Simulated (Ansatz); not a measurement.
Question: Name a neutral molecule of C, O, S and H with HOMO energy (PBE/def2-TZVPP) between -6.00 and -5.70 eV and LUMO energy (B3LYP/def2-TZVPP) between -0.30 and 0.00 eV (Ansatz, PBE0-D4/def2-TZVP geometry).

Answer: `SC1COC1` (-5.80 eV, -0.04 eV); `SC1CO1` (-5.87 eV, -0.02 eV); `CCC(O)S` (-5.84 eV, -0.08 eV); `C#COCCS` (-5.76 eV, -0.16 eV). Other molecules can fit too; these were computed, each in one conformer that needn't be the lowest.

B3LYP here is the variant with VWN-RPA as its local correlation; programs differ in this.
